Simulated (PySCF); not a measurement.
Shieldings and the share of exact exchange

Molecule: `InChI=1S/CClF3/c2-1(3,4)5`.

Geometry (Å), atoms numbered from 1 in this order:
```xyz
5

F    -0.641   -0.215   -1.166
C    -0.079    0.001    0.007
F    -0.478    1.173    0.459
F    -0.475   -0.935    0.846
Cl    1.673   -0.023   -0.146
```

GIAO shieldings (ppm, equivalent atoms averaged) in PySCF 2.14 on the PBE0-D3(BJ)/def2-SVP geometry, basis pcSseg-2, gas phase, non-relativistic:

| functional | exact exchange (%) | σ(F1/F3/F4) | σ(C2) | σ(Cl5) |
| --- | --- | --- | --- | --- |
| BLYP | 0 | 188.8 | 26.5 | 535.0 |
| BP86 | 0 | 190.4 | 32.4 | 555.5 |
| PBE | 0 | 189.2 | 32.4 | 560.9 |
| B3LYP | 20 | 205.1 | 35.4 | 555.3 |
| PBE0 | 25 | 209.6 | 42.9 | 586.1 |
| BHandHLYP | 50 | 225.8 | 48.3 | 583.9 |
| HF | 100 | 256.9 | 70.4 | 640.4 |

Task: Fit each shielding as a line in the percentage of exact exchange.

Result: σ(F1/F3/F4) = 190.5 + 0.68 x (rms 1.4 ppm); σ(C2) = 30.2 + 0.40 x (rms 2.4 ppm); σ(Cl5) = 549.5 + 0.88 x (rms 10.9 ppm). The functionals also differ in their semilocal parts, which the line can't hold; Hartree–Fock has no correlation at all.

Task: What does the line predict for mPW1PW91 (25 %), and what does the run give?

Result: σ(F1/F3/F4): 207.5 predicted, 210.5 computed; σ(C2): 40.2 predicted, 42.1 computed; σ(Cl5): 571.5 predicted, 581.9 computed ppm.
